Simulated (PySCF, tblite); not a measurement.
# HNO: protonation, part 2 of 2

tblite 0.8.0 and PySCF 2.14.0. Atoms count from 0. Earlier steps stand in the parts before.

## 17. Protonation: PBE0-D3(BJ)/def2-TZVP

This step combines the energies above: geometries from PBE0-D3(BJ)/def2-SVP, zero-point and thermal terms from PBE0-D3(BJ)/def2-SVP.

The job: settings as JSON, then the geometry in Å.

```
{"job": {"kind": "pa", "geom": {"xc": "PBE0", "basis": "def2-SVP", "d3": "d3bj", "grid": 1}, "hess": 1, "level": {"xc": "PBE0", "basis": "def2-TZVP", "d3": "d3bj"}}, "charge": 0, "multiplicity": 1}
N     -0.055535     0.432270    -0.003881
O      0.958994    -0.186996    -0.028203
H     -0.880497    -0.250349     0.006977
```

Output (the driver's rows laid out field by field):

```text
protonation site by site, PBE0-D3(BJ)/def2-TZVP // PBE0-D3(BJ)/def2-SVP

row 1
  formula                 H2NO
  charge                  1
  multiplicity            1
  smiles                  [NH2+]=O
  kept                    yes
  pieces                  1
  point_group             C2v
  atom                    0
  element                 N
  electronic              737.68
  enthalpy                705.88
  free_energy             672.88
  share_gas               1.0

row 2
  formula                 H2NO
  charge                  1
  multiplicity            1
  smiles                  N=[OH+]
  kept                    yes
  pieces                  1
  point_group             Cs
  atom                    1
  element                 O
  electronic              661.64
  enthalpy                630.06
  free_energy             598.81
  share_gas               1.056e-13
```

Wall time 14 s (1 thread of Arm Neoverse V2, shared host).

Energy given off on adding a proton (kJ/mol, gas phase, 298 K for the thermal columns):

| site | product | electronic | enthalpy | free energy |
| --- | --- | --- | --- | --- |
| N0 | [NH2+]=O | 737.7 | 705.9 | 672.9 |
| O1 | N=[OH+] | 661.6 | 630.1 | 598.8 |

## 18. Single point (HNO): wavefunction

Geometry: PBE0-D3(BJ)/def2-SVP.

The job: settings as JSON, then the geometry in Å.

```
{"job": {"kind": "sp", "xc": "CCSD(T)", "basis": "jun-cc-pV(T+d)Z", "grid": 2}, "charge": 0, "multiplicity": 1}
N     -0.055535     0.432270    -0.003881
O      0.958994    -0.186996    -0.028203
H     -0.880497    -0.250349     0.006977
```

Level: wavefunction single point, frozen core, gas phase.

The program printed:

```text
final grid: 27576 points
cycle   1  E = -129.7588753158  dE =  1.808e-01  |g| = 6.222e-01  |ddm| = 1.397e+00
cycle   2  E = -129.7935842073  dE = -3.471e-02  |g| = 5.332e-01  |ddm| = 4.859e-01
cycle   3  E = -129.8392499391  dE = -4.567e-02  |g| = 5.548e-02  |ddm| = 2.246e-01
cycle   4  E = -129.8401289026  dE = -8.790e-04  |g| = 2.286e-02  |ddm| = 4.006e-02
cycle   5  E = -129.8403333952  dE = -2.045e-04  |g| = 7.458e-03  |ddm| = 2.480e-02
cycle   6  E = -129.8403733048  dE = -3.991e-05  |g| = 3.468e-03  |ddm| = 1.053e-02
cycle   7  E = -129.8403819122  dE = -8.607e-06  |g| = 1.027e-03  |ddm| = 5.771e-03
cycle   8  E = -129.8403825827  dE = -6.705e-07  |g| = 1.948e-04  |ddm| = 1.701e-03
cycle   9  E = -129.8403826151  dE = -3.238e-08  |g| = 4.403e-05  |ddm| = 3.845e-04
cycle  10  E = -129.8403826166  dE = -1.507e-09  |g| = 9.061e-06  |ddm| = 9.001e-05
converged SCF energy = -129.8403826166
E(HF, exact integrals) = -129.8404357456
E(MP2) = -130.2776917239
E(CCSD) = -130.2836641727
E(CCSD(T)) = -130.3036855538
T1 diagnostic = 0.0157
```

Wall time 11 s (1 thread of Arm Neoverse V2, shared host); peak memory 0.57 GiB.

## 19. Single point (H₂NO+, [NH2+]=O): wavefunction

Geometry: PBE0-D3(BJ)/def2-SVP.

The job: settings as JSON, then the geometry in Å.

```
{"job": {"kind": "sp", "xc": "CCSD(T)", "basis": "jun-cc-pV(T+d)Z", "grid": 2}, "charge": 1, "multiplicity": 1}
N     -0.038949     0.199510     0.234266
O      1.001156    -0.147743    -0.147882
H     -0.922935    -0.237171    -0.141523
H     -0.118261     0.959464     0.961943
```

Method: wavefunction single point, frozen core, gas phase.

The program printed:

```text
final grid: 32944 points
cycle   1  E = -129.9349728135  dE =  8.402e-01  |g| = 8.784e-01  |ddm| = 1.278e+00
cycle   2  E = -130.0304959251  dE = -9.552e-02  |g| = 7.633e-01  |ddm| = 6.531e-01
cycle   3  E = -130.1196064256  dE = -8.911e-02  |g| = 8.850e-02  |ddm| = 2.889e-01
cycle   4  E = -130.1217033174  dE = -2.097e-03  |g| = 4.550e-02  |ddm| = 6.267e-02
cycle   5  E = -130.1223673158  dE = -6.640e-04  |g| = 1.533e-02  |ddm| = 2.943e-02
cycle   6  E = -130.1225583285  dE = -1.910e-04  |g| = 6.070e-03  |ddm| = 2.091e-02
cycle   7  E = -130.1225771659  dE = -1.884e-05  |g| = 8.881e-04  |ddm| = 7.797e-03
cycle   8  E = -130.1225775420  dE = -3.761e-07  |g| = 1.303e-04  |ddm| = 1.126e-03
cycle   9  E = -130.1225775503  dE = -8.311e-09  |g| = 2.301e-05  |ddm| = 1.410e-04
converged SCF energy = -130.1225775503
E(HF, exact integrals) = -130.1226336899
E(MP2) = -130.5552024970
E(CCSD) = -130.5643859865
E(CCSD(T)) = -130.5829871173
T1 diagnostic = 0.0137
```

It took 18 s on 1 thread of Arm Neoverse V2, shared host; peak memory 0.83 GiB.

## 20. Single point (H₂NO+, N=[OH+]): wavefunction

Geometry: PBE0-D3(BJ)/def2-SVP.

The job: settings as JSON, then the geometry in Å.

```
{"job": {"kind": "sp", "xc": "CCSD(T)", "basis": "jun-cc-pV(T+d)Z", "grid": 2}, "charge": 1, "multiplicity": 1}
N      0.306274     0.380865    -0.699052
O      0.379215    -0.439287     0.189584
H      0.098996    -0.158777    -1.578523
H      0.577321     0.003508     1.066902
```

With the program's defaults for keys left out, this is: wavefunction single point, frozen core, gas phase.

The program printed:

```text
final grid: 32944 points
cycle   1  E = -129.9972721119  dE =  6.793e-01  |g| = 6.490e-01  |ddm| = 1.399e+00
cycle   2  E = -130.0851069124  dE = -8.783e-02  |g| = 2.875e-01  |ddm| = 5.331e-01
cycle   3  E = -130.0987681415  dE = -1.366e-02  |g| = 6.800e-02  |ddm| = 1.639e-01
cycle   4  E = -130.0995878197  dE = -8.197e-04  |g| = 3.007e-02  |ddm| = 4.641e-02
cycle   5  E = -130.0998061023  dE = -2.183e-04  |g| = 6.325e-03  |ddm| = 1.911e-02
cycle   6  E = -130.0998318433  dE = -2.574e-05  |g| = 2.457e-03  |ddm| = 7.628e-03
cycle   7  E = -130.0998366003  dE = -4.757e-06  |g| = 7.660e-04  |ddm| = 3.908e-03
cycle   8  E = -130.0998370197  dE = -4.194e-07  |g| = 1.810e-04  |ddm| = 1.209e-03
cycle   9  E = -130.0998370424  dE = -2.269e-08  |g| = 3.352e-05  |ddm| = 3.005e-04
cycle  10  E = -130.0998370431  dE = -6.854e-10  |g| = 4.669e-06  |ddm| = 5.956e-05
converged SCF energy = -130.0998370431
E(HF, exact integrals) = -130.0998822125
E(MP2) = -130.5239710577
E(CCSD) = -130.5368273520
E(CCSD(T)) = -130.5557234243
T1 diagnostic = 0.0223
```

It took 19 s on 1 thread of Arm Neoverse V2, shared host; peak memory 0.88 GiB.

## 21. Protonation: CCSD(T)/jun-cc-pV(T+d)Z

This step combines the energies above: geometries from PBE0-D3(BJ)/def2-SVP, zero-point and thermal terms from PBE0-D3(BJ)/def2-SVP.

The job: settings as JSON, then the geometry in Å.

```
{"job": {"kind": "pa", "geom": {"xc": "PBE0", "basis": "def2-SVP", "d3": "d3bj", "grid": 1}, "hess": 1, "level": {"xc": "CCSD(T)", "basis": "jun-cc-pV(T+d)Z"}}, "charge": 0, "multiplicity": 1}
N     -0.055535     0.432270    -0.003881
O      0.958994    -0.186996    -0.028203
H     -0.880497    -0.250349     0.006977
```

Output (the driver's rows laid out field by field):

```text
protonation site by site, CCSD(T)/jun-cc-pV(T+d)Z // PBE0-D3(BJ)/def2-SVP

row 1
  formula                 H2NO
  charge                  1
  multiplicity            1
  smiles                  [NH2+]=O
  kept                    yes
  pieces                  1
  point_group             C2v
  atom                    0
  element                 N
  electronic              733.31
  enthalpy                701.51
  free_energy             668.51
  share_gas               1.0

row 2
  formula                 H2NO
  charge                  1
  multiplicity            1
  smiles                  N=[OH+]
  kept                    yes
  pieces                  1
  point_group             Cs
  atom                    1
  element                 O
  electronic              661.73
  enthalpy                630.14
  free_energy             598.9
  share_gas               6.381e-13
```

Wall time 49 s (1 thread of Arm Neoverse V2, shared host); peak memory 0.88 GiB.

Energy given off on adding a proton (kJ/mol, gas phase, 298 K for the thermal columns):

| site | product | electronic | enthalpy | free energy |
| --- | --- | --- | --- | --- |
| N0 | [NH2+]=O | 733.3 | 701.5 | 668.5 |
| O1 | N=[OH+] | 661.7 | 630.1 | 598.9 |

## 22. Single point (HNO): wavefunction

Geometry: PBE0-D3(BJ)/def2-SVP.

The job: settings as JSON, then the geometry in Å.

```
{"job": {"kind": "sp", "xc": "MP2", "basis": "jun-cc-pV(T+d)Z", "grid": 2}, "charge": 0, "multiplicity": 1}
N     -0.055535     0.432270    -0.003881
O      0.958994    -0.186996    -0.028203
H     -0.880497    -0.250349     0.006977
```

Level: wavefunction single point, frozen core, gas phase.

The program printed:

```text
final grid: 27576 points
cycle   1  E = -129.7588753158  dE =  1.808e-01  |g| = 6.222e-01  |ddm| = 1.397e+00
cycle   2  E = -129.7935842073  dE = -3.471e-02  |g| = 5.332e-01  |ddm| = 4.859e-01
cycle   3  E = -129.8392499391  dE = -4.567e-02  |g| = 5.548e-02  |ddm| = 2.246e-01
cycle   4  E = -129.8401289026  dE = -8.790e-04  |g| = 2.286e-02  |ddm| = 4.006e-02
cycle   5  E = -129.8403333952  dE = -2.045e-04  |g| = 7.458e-03  |ddm| = 2.480e-02
cycle   6  E = -129.8403733048  dE = -3.991e-05  |g| = 3.468e-03  |ddm| = 1.053e-02
cycle   7  E = -129.8403819122  dE = -8.607e-06  |g| = 1.027e-03  |ddm| = 5.771e-03
cycle   8  E = -129.8403825827  dE = -6.705e-07  |g| = 1.948e-04  |ddm| = 1.701e-03
cycle   9  E = -129.8403826151  dE = -3.238e-08  |g| = 4.403e-05  |ddm| = 3.845e-04
cycle  10  E = -129.8403826166  dE = -1.507e-09  |g| = 9.061e-06  |ddm| = 9.001e-05
converged SCF energy = -129.8403826166
E(HF, exact integrals) = -129.8404357456
E(MP2) = -130.2776918214
```

Run time: 0.76 s. Hardware: 1 thread of Arm Neoverse V2, shared host.

## 23. Single point (H₂NO+, [NH2+]=O): wavefunction

Geometry: PBE0-D3(BJ)/def2-SVP.

The job: settings as JSON, then the geometry in Å.

```
{"job": {"kind": "sp", "xc": "MP2", "basis": "jun-cc-pV(T+d)Z", "grid": 2}, "charge": 1, "multiplicity": 1}
N     -0.038949     0.199510     0.234266
O      1.001156    -0.147743    -0.147882
H     -0.922935    -0.237171    -0.141523
H     -0.118261     0.959464     0.961943
```

Level: wavefunction single point, frozen core, gas phase.

The program printed:

```text
final grid: 32944 points
cycle   1  E = -129.9349728135  dE =  8.402e-01  |g| = 8.784e-01  |ddm| = 1.278e+00
cycle   2  E = -130.0304959251  dE = -9.552e-02  |g| = 7.633e-01  |ddm| = 6.531e-01
cycle   3  E = -130.1196064256  dE = -8.911e-02  |g| = 8.850e-02  |ddm| = 2.889e-01
cycle   4  E = -130.1217033174  dE = -2.097e-03  |g| = 4.550e-02  |ddm| = 6.267e-02
cycle   5  E = -130.1223673158  dE = -6.640e-04  |g| = 1.533e-02  |ddm| = 2.943e-02
cycle   6  E = -130.1225583285  dE = -1.910e-04  |g| = 6.070e-03  |ddm| = 2.091e-02
cycle   7  E = -130.1225771659  dE = -1.884e-05  |g| = 8.881e-04  |ddm| = 7.797e-03
cycle   8  E = -130.1225775420  dE = -3.761e-07  |g| = 1.303e-04  |ddm| = 1.126e-03
cycle   9  E = -130.1225775503  dE = -8.311e-09  |g| = 2.301e-05  |ddm| = 1.410e-04
converged SCF energy = -130.1225775503
E(HF, exact integrals) = -130.1226336899
E(MP2) = -130.5552025421
```

Wall time 1.2 s (1 thread of Arm Neoverse V2, shared host).

## 24. Single point (H2NO+, N=[OH+]): wavefunction

Geometry: PBE0-D3(BJ)/def2-SVP.

The job: settings as JSON, then the geometry in Å.

```
{"job": {"kind": "sp", "xc": "MP2", "basis": "jun-cc-pV(T+d)Z", "grid": 2}, "charge": 1, "multiplicity": 1}
N      0.306274     0.380865    -0.699052
O      0.379215    -0.439287     0.189584
H      0.098996    -0.158777    -1.578523
H      0.577321     0.003508     1.066902
```

Level: wavefunction single point, frozen core, gas phase.

The program printed:

```text
final grid: 32944 points
cycle   1  E = -129.9972721119  dE =  6.793e-01  |g| = 6.490e-01  |ddm| = 1.399e+00
cycle   2  E = -130.0851069124  dE = -8.783e-02  |g| = 2.875e-01  |ddm| = 5.331e-01
cycle   3  E = -130.0987681415  dE = -1.366e-02  |g| = 6.800e-02  |ddm| = 1.639e-01
cycle   4  E = -130.0995878197  dE = -8.197e-04  |g| = 3.007e-02  |ddm| = 4.641e-02
cycle   5  E = -130.0998061023  dE = -2.183e-04  |g| = 6.325e-03  |ddm| = 1.911e-02
cycle   6  E = -130.0998318433  dE = -2.574e-05  |g| = 2.457e-03  |ddm| = 7.628e-03
cycle   7  E = -130.0998366003  dE = -4.757e-06  |g| = 7.660e-04  |ddm| = 3.908e-03
cycle   8  E = -130.0998370197  dE = -4.194e-07  |g| = 1.810e-04  |ddm| = 1.209e-03
cycle   9  E = -130.0998370424  dE = -2.269e-08  |g| = 3.352e-05  |ddm| = 3.005e-04
cycle  10  E = -130.0998370431  dE = -6.854e-10  |g| = 4.669e-06  |ddm| = 5.956e-05
converged SCF energy = -130.0998370431
E(HF, exact integrals) = -130.0998822125
E(MP2) = -130.5239710985
```

It took 1.2 s on 1 thread of Arm Neoverse V2, shared host.

## 25. Protonation: MP2/jun-cc-pV(T+d)Z

This step combines the energies above: geometries from PBE0-D3(BJ)/def2-SVP, zero-point and thermal terms from PBE0-D3(BJ)/def2-SVP.

The job: settings as JSON, then the geometry in Å.

```
{"job": {"kind": "pa", "geom": {"xc": "PBE0", "basis": "def2-SVP", "d3": "d3bj", "grid": 1}, "hess": 1, "level": {"xc": "MP2", "basis": "jun-cc-pV(T+d)Z"}}, "charge": 0, "multiplicity": 1}
N     -0.055535     0.432270    -0.003881
O      0.958994    -0.186996    -0.028203
H     -0.880497    -0.250349     0.006977
```

Output (the driver's rows laid out field by field):

```text
protonation site by site, MP2/jun-cc-pV(T+d)Z // PBE0-D3(BJ)/def2-SVP

row 1
  formula                 H2NO
  charge                  1
  multiplicity            1
  smiles                  [NH2+]=O
  kept                    yes
  pieces                  1
  point_group             C2v
  atom                    0
  element                 N
  electronic              728.6
  enthalpy                696.81
  free_energy             663.8
  share_gas               1.0

row 2
  formula                 H2NO
  charge                  1
  multiplicity            1
  smiles                  N=[OH+]
  kept                    yes
  pieces                  1
  point_group             Cs
  atom                    1
  element                 O
  electronic              646.61
  enthalpy                615.02
  free_energy             583.78
  share_gas               9.574e-15
```

Run time: 3.3 s. Hardware: 1 thread of Arm Neoverse V2, shared host.

Energy given off on adding a proton (kJ/mol, gas phase, 298 K for the thermal columns):

| site | product | electronic | enthalpy | free energy |
| --- | --- | --- | --- | --- |
| N0 | [NH2+]=O | 728.6 | 696.8 | 663.8 |
| O1 | N=[OH+] | 646.6 | 615.0 | 583.8 |

## 26. Single point (HNO): HF/jun-cc-pV(T+d)Z

Geometry: PBE0-D3(BJ)/def2-SVP.

The job: settings as JSON, then the geometry in Å.

```
{"job": {"kind": "sp", "xc": "HF", "basis": "jun-cc-pV(T+d)Z", "grid": 2}, "charge": 0, "multiplicity": 1}
N     -0.055535     0.432270    -0.003881
O      0.958994    -0.186996    -0.028203
H     -0.880497    -0.250349     0.006977
```

The program printed:

```text
final grid: 27576 points
cycle   1  E = -129.7588753158  dE =  1.808e-01  |g| = 6.222e-01  |ddm| = 1.397e+00
cycle   2  E = -129.7935842073  dE = -3.471e-02  |g| = 5.332e-01  |ddm| = 4.859e-01
cycle   3  E = -129.8392499391  dE = -4.567e-02  |g| = 5.548e-02  |ddm| = 2.246e-01
cycle   4  E = -129.8401289026  dE = -8.790e-04  |g| = 2.286e-02  |ddm| = 4.006e-02
cycle   5  E = -129.8403333952  dE = -2.045e-04  |g| = 7.458e-03  |ddm| = 2.480e-02
cycle   6  E = -129.8403733048  dE = -3.991e-05  |g| = 3.468e-03  |ddm| = 1.053e-02
cycle   7  E = -129.8403819122  dE = -8.607e-06  |g| = 1.027e-03  |ddm| = 5.771e-03
cycle   8  E = -129.8403825827  dE = -6.705e-07  |g| = 1.948e-04  |ddm| = 1.701e-03
cycle   9  E = -129.8403826151  dE = -3.238e-08  |g| = 4.403e-05  |ddm| = 3.845e-04
cycle  10  E = -129.8403826166  dE = -1.507e-09  |g| = 9.061e-06  |ddm| = 9.001e-05
converged SCF energy = -129.8403826166
```

Wall time 0.16 s (1 thread of Arm Neoverse V2, shared host).

## 27. Single point (H2NO+, [NH2+]=O): HF/jun-cc-pV(T+d)Z

Geometry: PBE0-D3(BJ)/def2-SVP.

The job: settings as JSON, then the geometry in Å.

```
{"job": {"kind": "sp", "xc": "HF", "basis": "jun-cc-pV(T+d)Z", "grid": 2}, "charge": 1, "multiplicity": 1}
N     -0.038949     0.199510     0.234266
O      1.001156    -0.147743    -0.147882
H     -0.922935    -0.237171    -0.141523
H     -0.118261     0.959464     0.961943
```

The program printed:

```text
final grid: 32944 points
cycle   1  E = -129.9349728135  dE =  8.402e-01  |g| = 8.784e-01  |ddm| = 1.278e+00
cycle   2  E = -130.0304959251  dE = -9.552e-02  |g| = 7.633e-01  |ddm| = 6.531e-01
cycle   3  E = -130.1196064256  dE = -8.911e-02  |g| = 8.850e-02  |ddm| = 2.889e-01
cycle   4  E = -130.1217033174  dE = -2.097e-03  |g| = 4.550e-02  |ddm| = 6.267e-02
cycle   5  E = -130.1223673158  dE = -6.640e-04  |g| = 1.533e-02  |ddm| = 2.943e-02
cycle   6  E = -130.1225583285  dE = -1.910e-04  |g| = 6.070e-03  |ddm| = 2.091e-02
cycle   7  E = -130.1225771659  dE = -1.884e-05  |g| = 8.881e-04  |ddm| = 7.797e-03
cycle   8  E = -130.1225775420  dE = -3.761e-07  |g| = 1.303e-04  |ddm| = 1.126e-03
cycle   9  E = -130.1225775503  dE = -8.311e-09  |g| = 2.301e-05  |ddm| = 1.410e-04
converged SCF energy = -130.1225775503
```

Wall time 0.2 s (1 thread of Arm Neoverse V2, shared host).

## 28. Single point (H₂NO+, N=[OH+]): HF/jun-cc-pV(T+d)Z

Geometry: PBE0-D3(BJ)/def2-SVP.

The job: settings as JSON, then the geometry in Å.

```
{"job": {"kind": "sp", "xc": "HF", "basis": "jun-cc-pV(T+d)Z", "grid": 2}, "charge": 1, "multiplicity": 1}
N      0.306274     0.380865    -0.699052
O      0.379215    -0.439287     0.189584
H      0.098996    -0.158777    -1.578523
H      0.577321     0.003508     1.066902
```

The program printed:

```text
final grid: 32944 points
cycle   1  E = -129.9972721119  dE =  6.793e-01  |g| = 6.490e-01  |ddm| = 1.399e+00
cycle   2  E = -130.0851069124  dE = -8.783e-02  |g| = 2.875e-01  |ddm| = 5.331e-01
cycle   3  E = -130.0987681415  dE = -1.366e-02  |g| = 6.800e-02  |ddm| = 1.639e-01
cycle   4  E = -130.0995878197  dE = -8.197e-04  |g| = 3.007e-02  |ddm| = 4.641e-02
cycle   5  E = -130.0998061023  dE = -2.183e-04  |g| = 6.325e-03  |ddm| = 1.911e-02
cycle   6  E = -130.0998318433  dE = -2.574e-05  |g| = 2.457e-03  |ddm| = 7.628e-03
cycle   7  E = -130.0998366003  dE = -4.757e-06  |g| = 7.660e-04  |ddm| = 3.908e-03
cycle   8  E = -130.0998370197  dE = -4.194e-07  |g| = 1.810e-04  |ddm| = 1.209e-03
cycle   9  E = -130.0998370424  dE = -2.269e-08  |g| = 3.352e-05  |ddm| = 3.005e-04
cycle  10  E = -130.0998370431  dE = -6.854e-10  |g| = 4.669e-06  |ddm| = 5.956e-05
converged SCF energy = -130.0998370431
```

It took 0.21 s on 1 thread of Arm Neoverse V2, shared host.

## 29. Protonation: HF/jun-cc-pV(T+d)Z

This step combines the energies above: geometries from PBE0-D3(BJ)/def2-SVP, zero-point and thermal terms from PBE0-D3(BJ)/def2-SVP.

The job: settings as JSON, then the geometry in Å.

```
{"job": {"kind": "pa", "geom": {"xc": "PBE0", "basis": "def2-SVP", "d3": "d3bj", "grid": 1}, "hess": 1, "level": {"xc": "HF", "basis": "jun-cc-pV(T+d)Z"}}, "charge": 0, "multiplicity": 1}
N     -0.055535     0.432270    -0.003881
O      0.958994    -0.186996    -0.028203
H     -0.880497    -0.250349     0.006977
```

Output (the driver's rows laid out field by field):

```text
protonation site by site, HF/jun-cc-pV(T+d)Z // PBE0-D3(BJ)/def2-SVP

row 1
  formula                 H2NO
  charge                  1
  multiplicity            1
  smiles                  [NH2+]=O
  kept                    yes
  pieces                  1
  point_group             C2v
  atom                    0
  element                 N
  electronic              740.9
  enthalpy                709.11
  free_energy             676.1
  share_gas               1.0

row 2
  formula                 H2NO
  charge                  1
  multiplicity            1
  smiles                  N=[OH+]
  kept                    yes
  pieces                  1
  point_group             Cs
  atom                    1
  element                 O
  electronic              681.2
  enthalpy                649.62
  free_energy             618.37
  share_gas               7.694e-11
```

It took 0.66 s on 1 thread of Arm Neoverse V2, shared host.

Energy given off on adding a proton (kJ/mol, gas phase, 298 K for the thermal columns):

| site | product | electronic | enthalpy | free energy |
| --- | --- | --- | --- | --- |
| N0 | [NH2+]=O | 740.9 | 709.1 | 676.1 |
| O1 | N=[OH+] | 681.2 | 649.6 | 618.4 |

## 30. Outcome

The summary covers parts 1 to 2.

```
                                           quantity                     value
          strongest single infrared mode (GFN2-xTB)     2738 cm⁻¹, 102 km/mol
                       zero-point energy (GFN2-xTB)              8.4 kcal/mol
                                        point group                        Cs
               rotational constants (main isotopes)  554.98, 43.63, 40.45 GHz
  proton affinity (−ΔH), N0 (PBE0-D3(BJ)/def2-TZVP)              705.9 kJ/mol
  proton affinity (−ΔH), O1 (PBE0-D3(BJ)/def2-TZVP)              630.1 kJ/mol
proton affinity (−ΔH), N0 (CCSD(T)/jun-cc-pV(T+d)Z)              701.5 kJ/mol
proton affinity (−ΔH), O1 (CCSD(T)/jun-cc-pV(T+d)Z)              630.1 kJ/mol
    proton affinity (−ΔH), N0 (MP2/jun-cc-pV(T+d)Z)              696.8 kJ/mol
    proton affinity (−ΔH), O1 (MP2/jun-cc-pV(T+d)Z)              615.0 kJ/mol
     proton affinity (−ΔH), N0 (HF/jun-cc-pV(T+d)Z)              709.1 kJ/mol
     proton affinity (−ΔH), O1 (HF/jun-cc-pV(T+d)Z)              649.6 kJ/mol
```

**Reading.** No mode is imaginary among the 3: a minimum at this level. The strongest single mode, at 2738 cm⁻¹, moves mainly H2. Unscaled tight-binding wavenumbers are off by several per cent, some by more. Its intensities can rank the bands wrongly. Over 4 steps the energy fell by 0.026 eV; of the close pairs, N0–O1 changed most, 1.201 to 1.189 Å (PBE0/def2-SVP). At PBE0-D3(BJ)/def2-TZVP the proton affinity (−ΔH) runs from 630.1 kJ/mol (O1) to 705.9 kJ/mol (N0). At CCSD(T)/jun-cc-pV(T+d)Z the proton affinity (−ΔH) runs from 630.1 kJ/mol (O1) to 701.5 kJ/mol (N0). At MP2/jun-cc-pV(T+d)Z the proton affinity (−ΔH) runs from 615.0 kJ/mol (O1) to 696.8 kJ/mol (N0). At HF/jun-cc-pV(T+d)Z the proton affinity (−ΔH) runs from 649.6 kJ/mol (O1) to 709.1 kJ/mol (N0).
